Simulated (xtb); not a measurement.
xtb input (GFN2-xTB):

```bash
xtb mol.xyz --gfn 2 --ohess tight --chrg 1 --uhf 0
```
mol.xyz:
```
3

C      1.14456225     0.08877120     0.00923396
C     -0.05733262     0.01457110     0.01739077
H     -1.13297466    -0.12186300    -0.05567511
```

Output:

```
           -------------------------------------------------
          |                Calculation Setup                |
           -------------------------------------------------

           -------------------------------------------------
          |                 G F N 2 - x T B                 |
           -------------------------------------------------

        Reference                      10.1021/acs.jctc.8b01176
      * Hamiltonian:
        H0-scaling (s, p, d)           1.850000    2.230000    2.230000
        zeta-weighting                 0.500000
      * Dispersion:
        s8                             2.700000
        a1                             0.520000
        a2                             5.000000
        s9                             5.000000
      * Repulsion:
        kExp                           1.500000    1.000000
        rExp                           1.000000
      * Coulomb:
        alpha                          2.000000
        third order                    shell-resolved
        anisotropic                    true
        a3                             3.000000
        a5                             4.000000
        cn-shift                       1.200000
        cn-exp                         4.000000
        max-rad                        5.000000

          ...................................................
          :                      SETUP                      :
          :.................................................:
          :  # basis functions                   9          :
          :  # atomic orbitals                   9          :
          :  # shells                            5          :
          :  # electrons                         8          :
          :  max. iterations                   250          :
          :  Hamiltonian                  GFN2-xTB          :
          :  restarted?                      false          :
          :  GBSA solvation                  false          :
          :  PC potential                    false          :
          :  electronic temp.          300.0000000     K    :
          :  accuracy                    1.0000000          :
          :  -> integral cutoff          0.2500000E+02      :
          :  -> integral neglect         0.1000000E-07      :
          :  -> SCF convergence          0.1000000E-05 Eh   :
          :  -> wf. convergence          0.1000000E-03 e    :
          :  Broyden damping             0.4000000          :
          :  net charge                          1          :
          :  unpaired electrons                  0          :
          ...................................................

 iter      E             dE          RMSdq      gap      omega  full diag
   1     -4.0691898 -0.406919E+01  0.127E+01    1.83       0.0  T
   2     -3.8633539  0.205836E+00  0.952E+00    1.43       1.0  T
   3     -3.6542723  0.209082E+00  0.106E+01    2.88       1.0  T
   4     -4.0884415 -0.434169E+00  0.300E+00    1.75       1.0  T
   5     -4.1066361 -0.181946E-01  0.168E+00    1.67       1.0  T
   6     -4.1091956 -0.255954E-02  0.107E+00    1.67       1.0  T
[...]
 q only:       -0.113      -0.019      -0.020
   full:        0.449       0.033      -0.005       1.145
molecular quadrupole (traceless):
                xx          xy          yy          xz          yz          zz
 q only:        4.137       0.576      -2.045       0.179       0.017      -2.093
  q+dip:       10.049       1.391      -4.967       0.416       0.038      -5.083
   full:        8.262       1.142      -4.083       0.339       0.031      -4.178

           -------------------------------------------------
          |                Geometry Summary                 |
Molecule has the following symmetry elements: (Cinf) (sigma)
It seems to be the Cinfv point group
           -------------------------------------------------

      molecular mass/u    :       25.0294125
   center of mass at/Å    :        0.4816472       0.0395499       0.0042139
  moments of inertia/u·Å² :        0.2401665E-05   0.1107700E+02   0.1107700E+02
rotational constants/cm⁻¹ :        0.7019144E+07   0.1521859E+01   0.1521859E+01

 * 1 selected distances

     #   Z          #   Z                                           value/Å
     1   6 C        2   6 C                                       1.1735235 (max)

 * 1 distinct bonds (by element types)

   Z      Z             #   av. dist./Å        max./Å        min./Å
   6 C    6 C           1     1.1735235     1.1735235     1.1735235

           -------------------------------------------------
          |               Frequency Printout                |
           -------------------------------------------------
 vibrational frequencies (cm⁻¹)
eigval :        0.00     0.00     0.00     0.00     0.00   424.45
eigval :      424.55  2220.59  2709.38
 reduced masses (amu)
   1:  9.29   2:  9.32   3: 11.57   4: 11.56   5: 11.54   6:  4.17   7:  4.17   8:  8.85
   9:  4.61
 IR intensities (km·mol⁻¹)
   1:  5.43   2:  5.08   3: 39.03   4: 39.15   5: 39.34   6: 57.76   7: 57.82   8: 31.00
   9:977.11
 Raman intensities (Ä⁴*amu⁻¹)
   1:  0.00   2:  0.00   3:  0.00   4:  0.00   5:  0.00   6:  0.00   7:  0.00   8:  0.00
   9:  0.00
 output can be read by thermo (or use thermo option).
 writing <g98.out> molden fake output.
 recommended (thermochemical) frequency scaling factor: 1.0
           -------------------------------------------------
          |             Thermodynamic Functions             |
           -------------------------------------------------

cin symmetry found (for desy threshold:  0.10E+00) used in thermo

          ...................................................
          :                      SETUP                      :
          :.................................................:
          :  # frequencies                           4      :
          :  # imaginary freq.                       0      :
          :  linear?                              true      :
          :  only rotor calc.                    false      :
          :  symmetry                              cin      :
          :  rotational number                       1      :
          :  scaling factor                  1.0000000      :
          :  rotor cutoff                   50.0000000 cm⁻¹ :
          :  imag. cutoff                  -20.0000000 cm⁻¹ :
          :.................................................:

    mode    ω/cm⁻¹     T·S(HO)/kcal·mol⁻¹    T·S(FR)/kcal·mol⁻¹   T·S(vib)
   ------------------------------------------------------------------------
   ------------------------------------------------------------------------

   temp. (K)  partition function   enthalpy   heat capacity  entropy
                                   cal/mol     cal/K/mol   cal/K/mol   J/K/mol
 298.15  VIB   1.32                  359.455      2.840      1.754
         ROT   136.                  592.502      1.987     11.752
         INT   179.                  951.956      4.827     13.507
         TR   0.121E+27             1481.254      4.968     35.573
         TOT                        2433.2102     9.7950    49.0800   205.3507

       T/K    H(0)-H(T)+PV         H(T)/Eh          T*S/Eh         G(T)/Eh
   ------------------------------------------------------------------------
    298.15    0.387757E-02    0.170430E-01    0.233195E-01   -0.627648E-02
   ------------------------------------------------------------------------

         :::::::::::::::::::::::::::::::::::::::::::::::::::::
         ::                  THERMODYNAMIC                  ::
         :::::::::::::::::::::::::::::::::::::::::::::::::::::
         :: total free energy          -3.994227447351 Eh   ::
         ::.................................................::
         :: total energy               -3.987950968395 Eh   ::
         :: zero point energy           0.013165446327 Eh   ::
Note: The following floating-point exceptions are signalling: IEEE_DENORMAL
normal termination of xtb
         :: G(RRHO) w/o ZPVE           -0.019441925283 Eh   ::
         :: G(RRHO) contrib.           -0.006276478956 Eh   ::
         :::::::::::::::::::::::::::::::::::::::::::::::::::::

optimized geometry written to: xtbopt.xyz

           -------------------------------------------------
          | TOTAL ENERGY               -3.987950968395 Eh   |
          | TOTAL ENTHALPY             -3.970907954774 Eh   |
          | TOTAL FREE ENERGY          -3.994227447351 Eh   |
          | GRADIENT NORM               0.000335471009 Eh/α |
          | HOMO-LUMO GAP               1.858177711605 eV   |
           -------------------------------------------------

------------------------------------------------------------------------
------------------------------------------------------------------------
 total:
 SCF:
 ANC optimizer:
 analytical hessian:
```
